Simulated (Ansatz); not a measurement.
CsCl-type TlBr, treated with LDA (PAW; Ansatz, a program for electronic structure).

Run with plane-wave cutoff 520 eV, 6×6×6 k mesh, perturbation theory, scalar-relativistic PAW data made under PBE.

Computed at the level's own relaxed cell.

### Question
What does this level give for the zone-centre TO phonon frequency?

### Answer

- zone-centre TO phonon frequency = 46 cm⁻¹

Spin–orbit coupling is not included; it can shift volumes and moduli of such heavy elements.
